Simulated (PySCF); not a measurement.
Compound: C₅H₈.
Structure used (PBE0-D3(BJ)/def2-SVP), in Å, numbered top down from 1:
```
atom  x, y, z in Å
C1     2.2105   -1.1387   -0.4458
C2     1.2090   -0.5964   -0.0329
C3    -0.0107    0.0593    0.4414
C4    -1.2458   -0.7920    0.1369
C5    -0.1374    1.4704   -0.1381
H6     3.0994   -1.6197   -0.8087
H7     0.0787    0.1490    1.5397
H8    -1.1577   -1.7951    0.5779
H9    -1.3767   -0.9091   -0.9498
H10   -2.1499   -0.3126    0.5423
H11   -0.2316    1.4317   -1.2342
H12    0.7428    2.0825    0.1050
H13   -1.0306    1.9707    0.2662
```

Computed with PySCF at CAM-B3LYP/def2-SVPD, non-relativistic, on one gas-phase PBE0-D3(BJ)/def2-SVP geometry that isn't relaxed in the solvent. The solvent is an IEF-PCM continuum (van der Waals radii × 1.2), and excitations are vertical TDDFT with non-equilibrium linear response and a frozen core. Only the electrostatic response of the medium enters.

Gas-phase singlets (H = HOMO, L = LUMO):

```json
{"state": "S1", "E (eV)": "6.533", "λ (nm)": "190", "f": "0.000", "leading configurations": "H→L+5 20%, H→L+2 19%"}
{"state": "S2", "E (eV)": "6.788", "λ (nm)": "183", "f": "0.004", "leading configurations": "H→L+2 28%, H→L+5 28%"}
{"state": "S3", "E (eV)": "6.790", "λ (nm)": "183", "f": "0.001", "leading configurations": "H-1→L+5 22%, H-1→L+2 22%"}
{"state": "S4", "E (eV)": "7.499", "λ (nm)": "165", "f": "0.053", "leading configurations": "H→L 66%, H→L+1 26%"}
{"state": "S5", "E (eV)": "7.556", "λ (nm)": "164", "f": "0.062", "leading configurations": "H-1→L 60%, H-1→L+1 34%"}
```

Problem. Give the list for chloroform (ε = 4.711), n² = 2.09.

Solution. 
```tsv
state	E (eV)	λ (nm)	f	leading configurations	change by rank (eV)
S1	6.596	188	0.000	H→L+2 26%, H-1→L+1 20%	+0.063
S2	6.833	181	0.004	H→L+2 33%, H→L+4 20%	+0.045
S3	6.834	181	0.001	H-1→L+2 28%, H→L+1 18%	+0.044
S4	7.516	165	0.075	H→L 72%, H→L+1 21%	+0.017
S5	7.573	164	0.090	H-1→L 68%, H-1→L+1 28%	+0.017
```

Problem. How does the list change in tetrahydrofuran (ε = 7.426)?

Solution. 
| state | E (eV) | λ (nm) | f | leading configurations | change by rank (eV) |
| --- | --- | --- | --- | --- | --- |
| S1 | 6.606 | 188 | 0.000 | H→L+2 28%, H-1→L+1 21% | +0.073 |
| S2 | 6.844 | 181 | 0.004 | H→L+2 33%, H→L+4 18% | +0.056 |
| S3 | 6.846 | 181 | 0.001 | H-1→L+2 29%, H→L+1 20% | +0.056 |
| S4 | 7.526 | 165 | 0.075 | H→L 73%, H→L+1 20% | +0.027 |
| S5 | 7.582 | 164 | 0.090 | H-1→L 69%, H-1→L+1 27% | +0.026 |

Problem. How do the frontier levels move from gas to tetrahydrofuran?

Solution. 
| orbital | gas (eV) | solvent (eV) | change (eV) |
| --- | --- | --- | --- |
| LUMO+2 | 2.06 | 2.11 | +0.05 |
| LUMO+1 | 2.06 | 2.06 | 0.00 |
| LUMO | 1.29 | 1.38 | +0.09 |
| HOMO | -9.03 | -9.15 | -0.12 |
| HOMO-1 | -9.07 | -9.19 | -0.12 |
| HOMO-2 | -11.42 | -11.29 | +0.13 |
| HOMO-3 | -11.45 | -11.31 | +0.14 |

The HOMO–LUMO gap goes from 10.32 to 10.53 eV. Rows go by rank; for LUMO+1 and LUMO+2 the atom shares or the degeneracy differ between the runs, so the row needn't follow one orbital.

The run took about 22 s of CPU time (one thread, shared machine). This is the whole response run at CAM-B3LYP/def2-SVPD in tetrahydrofuran, SCF included.
